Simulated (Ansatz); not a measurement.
**[H···H···Cl], doublet along the distance H1-H2**

Starting geometry:

| atom | x (Å) | y (Å) | z (Å) |
| --- | --- | --- | --- |
| H | 0.0000 | 0.0000 | -1.1410 |
| H | 0.0000 | 0.0000 | -0.3960 |
| Cl | 0.0000 | 0.0000 | 1.5370 |

From there H2 is moved from one fragment to the other while all else, the fragments' distance too, stays fixed, so the hump isn't the reaction's barrier; atoms are numbered as listed. Energies are in kcal/mol, counted from the starting geometry at the same level.

Basis 6-31G; Ansatz 0.2.0. Only valence electrons are correlated (noble-gas cores frozen). R marks a restricted (for open shells ROHF) determinant, U an unrestricted one. Active spaces: valence = (9e, 6o) chosen from the atoms' valence shells.

Runs in a small pair space aren't shown, since their orbitals change along the scan.

Full CI is exact within this basis and frozen core; it isn't the basis-set limit. The frozen core follows each run's orbitals, which can shift R against U totals by a few meV.

| distance H1-H2 (Å) | full CI | unpaired electrons (full CI) | error UMP2 | error RCCSD(T) | error RCCSDT | error RCCSDT(Q) | error UCCSDTQ | error CASSCF (valence space) |
| --- | --- | --- | --- | --- | --- | --- | --- | --- |
| 0.693 | 0.6 | 1.01 | -0.4 | 0.0 | 0.0 | 0.0 | 0.0 | -0.1 |
| 0.745 | 0.0 | 1.01 | 0.0 | 0.0 | 0.0 | 0.0 | 0.0 | 0.0 |
| 0.828 | 3.0 | 1.01 | 0.8 | 0.0 | 0.0 | 0.0 | 0.0 | 0.3 |
| 0.912 | 8.4 | 1.02 | 1.7 | 0.0 | 0.0 | 0.0 | 0.0 | 0.7 |
| 0.995 | 13.7 | 1.02 | 2.4 | 0.1 | 0.0 | 0.0 | 0.0 | 1.2 |
| 1.078 | 17.2 | 1.03 | 2.4 | 0.1 | 0.0 | 0.0 | 0.0 | 1.6 |
| 1.161 | 18.3 | 1.02 | 1.2 | 0.1 | 0.0 | 0.0 | 0.0 | 1.6 |
| 1.245 | 17.6 | 1.02 | -0.2 | 0.1 | 0.0 | 0.0 | 0.0 | 1.2 |
| 1.328 | 16.9 | 1.01 | -1.3 | 0.1 | 0.0 | 0.0 | 0.0 | 0.7 |

Unpaired electrons are Σ n²(2−n)² over natural occupations. Errors are those of relative energies. In total energy the starting point itself misses full CI by: UMP2 8.6, RCCSD(T) 0.0, RCCSDT 0.0, RCCSDT(Q) 0.0, UCCSDTQ 0.0, CASSCF (valence space) 24.9 kcal/mol.

Spread of the error over the points with a reference, to 1.328 Å (largest less smallest): UCCSDTQ 0.0, RCCSDT(Q) 0.0, RCCSDT 0.0, RCCSD(T) 0.1, CASSCF (valence space) 1.7, UMP2 3.8 kcal/mol.
